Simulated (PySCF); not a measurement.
Molecule: SMILES S, H2S.

Geometry:
```json
{"atom": "S1", "x (Å)": "-0.620", "y (Å)": "-0.013", "z (Å)": "-0.116"}
{"atom": "H2", "x (Å)": "0.308", "y (Å)": "0.921", "z (Å)": "0.179"}
{"atom": "H3", "x (Å)": "0.295", "y (Å)": "-1.005", "z (Å)": "-0.083"}
```

Geometry PBE0-D3(BJ)/def2-SVP throughout; GIAO in PySCF 2.14, gas phase, one conformer, non-relativistic; equivalent atoms averaged; basis pcSseg-2.

For orientation, B97-D gives these shifts δ (against CS2, TMS at the same level): S1 -183.1, H2/H3 0.77 ppm.

A run gave: S1 -205.0, H2/H3 1.08 ppm (shifts δ (against CS2, TMS at the same level)).

Question: Which functional was used in that run?
A. LC-wPBE
B. WP04
C. BLYP
D. KT2

Answer: A. S1 tells them apart best: LC-wPBE gives -205.0, KT2 gives -190.1, BLYP gives -187.6, WP04 gives -166.1 ppm.
